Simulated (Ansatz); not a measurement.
`F/C=C/Cl` and `CO/C=C/F` differ in one atom or group.

Ansatz, PBE0-D4/def2-TZVP geometries, multiplicity 1. Each molecule was computed in one conformer, which needn't be the lowest.

| property | `F/C=C/Cl` |
| --- | --- |
| HOMO energy (ωB97M-V/def2-TZVPP) / eV | -9.62 |
| HOMO–LUMO gap (PBE0/def2-TZVPP) / eV | 7.24 |
| LUMO energy (PBE/def2-TZVPP) / eV | -1.18 |
| size of the dipole moment (ωB97M-V/def2-TZVPP) / D | 0.17 |
| size of the dipole moment (PBE/def2-TZVPP) / D | 0.15 |
| LUMO energy (ωB97M-V/def2-TZVPP) / eV | 1.99 |

(1) Give the same properties after the change, and the shifts. (Estimate.)

Results:

(1) The calculation gave: 
```
                                          property  `CO/C=C/F`  shift
             HOMO energy (ωB97M-V/def2-TZVPP) / eV       -8.88   0.74
              HOMO–LUMO gap (PBE0/def2-TZVPP) / eV        7.51   0.27
                 LUMO energy (PBE/def2-TZVPP) / eV       -0.12   1.06
size of the dipole moment (ωB97M-V/def2-TZVPP) / D        2.03   1.86
    size of the dipole moment (PBE/def2-TZVPP) / D        1.96   1.81
             LUMO energy (ωB97M-V/def2-TZVPP) / eV        2.82   0.83
```

With PBE0 the HOMO rises by 0.80 eV and the LUMO rises by 1.08 eV, so the gap widens by about 0.28 eV. PBE moves the HOMO by 0.84 eV and ωB97M-V by 0.74 eV. Dipoles are sizes alone; their direction can turn.
